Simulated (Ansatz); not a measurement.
**BHS (singlet): from Hartree-Fock to the top rungs at distance B1–H3 = 1.594 Å, 6-31G**

An exercise on one series of results from a longer session: the logs are not shown, and one member is left open.

The runs use Ansatz 0.2.0, Gaussian basis; 6-31G, core rule «outside noble gas», up to 6 orbitals frozen.

Plan: UHF; CCSD(T) on RHF; BCCD(T) on RHF; CISD; CCSDT(Q) on RHF; CISDTQ; CCSDTQ on RHF; CASSCF and MRCISD+Q, 2 electrons in 2 orbitals; CASSCF and NEVPT2, 2 electrons in 2 orbitals; CASSCF and MRCISD+Q, 10 electrons in 9 orbitals; CASSCF and NEVPT2, 10 electrons in 9 orbitals; Full CI.

16 further runs of the same task are left out: 12 that didn't finish, 4 set aside as unsound or not needed.

**The system**

The geometry derives from a PBE0/def2-TZVP stationary point (not a proven minimum). One bond is set to the value named and the two fragments are kept rigid.

3 atoms, charge 0, spin multiplicity 1.

Atoms are counted from 1 here; the program's logs count them from 0.

Bond lengths: B1–S2 1.598 Å.

Set-up of the first run:

in.yaml

```yaml
crystal:
  periodic: [false, false, false]
  atoms:
    - {symbol: B, position_ang: [0.000000, 0.000000, 0.001267]}
    - {symbol: S, position_ang: [0.000000, 0.000000, -1.596533]}
    - {symbol: H, position_ang: [0.000000, 0.000000, 1.595267]}
basis:
  gaussian: {orbitals: 6-31G}
magnetization: {spin_polarized: true, initial_magnetization: 0}
hamiltonian: {xc: hf}
output: {orbitals: {seedname: orbitals}}
```

Run with:

```console
ansatz run in.yaml --threads 1 --pin off --events-out ev --progress --plain --max-ram 2393MiB
```

Among the steps run: UHF; CCSD(T) on RHF; BCCD(T) on RHF; CISD; CCSDT(Q) on RHF; CISDTQ; CCSDTQ on RHF; CASSCF and MRCISD+Q, 2 electrons in 2 orbitals; CASSCF and NEVPT2, 2 electrons in 2 orbitals; CASSCF and MRCISD+Q, 10 electrons in 9 orbitals; CASSCF and NEVPT2, 10 electrons in 9 orbitals; Full CI.

One of the session's tables, all rows but one given; the rest of the session is left out.

It belongs to the step «Misses and costs». 

```
          method  from FCI (meV)
             RHF         +3922.9
            RMP2          +654.2
            CISD          +431.8
           RCCSD          +197.2
        RCCSD(T)           +23.4
         BCCD(T)           +19.3
          RCCSDT            -7.3
          CISDTQ           +31.5
       RCCSDT(Q)            -0.9
         RCCSDTQ            -1.6
     CASSCF pair         +3228.1
     NEVPT2 pair          +468.4
  CASSCF valence          +986.9
  NEVPT2 valence               ?
  MRCISD valence           +27.4
MRCISD+Q valence            +7.0
             FCI               0
```

Q: Estimate the row for NEVPT2 valence from the others.

The run gave: from FCI (meV): +269.0. In the column «from FCI (meV)» it lies between RCCSD (+197.2) and CISD (+431.8).

Not comparable, so not listed: CASSCF and MRCISD+Q, 2 electrons in 2 orbitals (they don't share determinant, frozen orbitals or solution with the rows shown, or repeat one).

To keep in mind: RCCSDT falls below full CI, which methods that aren't variational can do. Warnings in the runs' records: passed over end.
